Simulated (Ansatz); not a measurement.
# BFHS: the cost of one run

Program: the Python package of Ansatz 0.2.0. The levels of theory stand in the script. These are calculated values, not measurements.

### Step 1. Starting point

Bond lengths: F1–B2 1.443 Å, B2–S3 1.911 Å, S3–H4 1.407 Å. Angles: F1–B2–S3 121.6°, B2–S3–H4 88.8°.

The script holds or builds the structure itself.

### Step 2. The script

The input, bfhs.py:

```python
"""A composite energy for BFHS: DFT geometry, MP2 basis limit, coupled-cluster correction."""

import ansatz as az
import numpy as np

GEOMETRY = """
F     0.56670   -0.11830    1.72790
B     0.80210   -0.25030    0.31070
S    -0.63040   -0.54020   -0.92030
H    -0.68290    0.84840   -1.13860
"""


def main() -> None:
    system = az.Crystal.molecule()
    for line in GEOMETRY.strip().splitlines():
        symbol, *xyz = line.split()
        system = system.atom(symbol, [float(v) for v in xyz])

    base = (
        system.calculation()
        .basis(gaussian="def2-SVP")
        .functional("b3lyp", dispersion="d4")
        .spin("collinear", total=1)  # spin-polarised run
        .accuracy("medium")  # preset for grids and thresholds
    )
    symbols = [site.symbol for site in system.cartesian_sites]
    start = np.array([site.position_ang for site in system.cartesian_sites], dtype=float)
    report = base.relax(force_tolerance=0.01).run().report
    end = np.array(report["positions_ang"])
    print("final positions (A) and the move of each atom")
    for symbol, xyz, old in zip(symbols, end, start):
        print(f"{symbol:2s} {xyz[0]:10.5f} {xyz[1]:10.5f} {xyz[2]:10.5f}   {np.linalg.norm(xyz - old):7.4f}")

    minimum = az.Crystal.molecule()
    for symbol, place in zip(symbols, end):
        minimum = minimum.atom(symbol, place.tolist())
    at_minimum = minimum.calculation().spin("collinear", total=1)
    # MP2 extrapolated to the basis limit, plus the small-basis difference CCSD(T) - MP2
    level = lambda method, basis: at_minimum.basis(gaussian=basis).correlation(method).run().report
    small, large, cluster = level("mp2", "cc-pVDZ"), level("mp2", "cc-pVTZ"), level("ccsd_t", "cc-pVDZ")
    corr = lambda each: (each["free_energy_ev"] - each["reference_energy_ev"]) / 27.211386246
    mp2_limit = (27 * corr(large) - 8 * corr(small)) / 19
    pieces = {"HF / cc-pVTZ": large["reference_energy_ev"] / 27.211386246, "MP2 correlation, DZ-TZ limit": mp2_limit, "CCSD(T) - MP2 / cc-pVDZ": corr(cluster) - corr(small)}
    for name, value in pieces.items():
        print(f"{name:32s} {value:14.6f} Ha")
    print(f"{'sum':32s} {sum(pieces.values()):14.6f} Ha")
    print("T1 diagnostic", round(cluster["correlation"]["coupled_cluster"]["t1_diagnostic"], 4))


if __name__ == "__main__":
    main()
```

### Step 3. The input behind the calls

The package turns the script's settings into the engine's input (first run):

```yaml
crystal:
  periodic: [false, false, false]
  atoms:
    - { symbol: F, position_ang: [0.5667, -0.1183, 1.7279] }
    - { symbol: B, position_ang: [0.8021, -0.2503, 0.3107] }
    - { symbol: S, position_ang: [-0.6304, -0.5402, -0.9203] }
    - { symbol: H, position_ang: [-0.6829, 0.8484, -1.1386] }
accuracy: medium
basis:
  gaussian:
    orbitals: def2-SVP
hamiltonian:
  xc: b3lyp
  dispersion: d4
magnetization:
  spin_polarized: true
  initial_magnetization: 1.0
relax:
  f_tol: 0.01
```

### Step 4. Running it

On the command line:

```console
$ python bfhs.py
```

Q: Estimate wall time and peak memory on 1 thread of Arm Neoverse V1, shared host.

About 22 s, with a peak of 0.24 GiB.
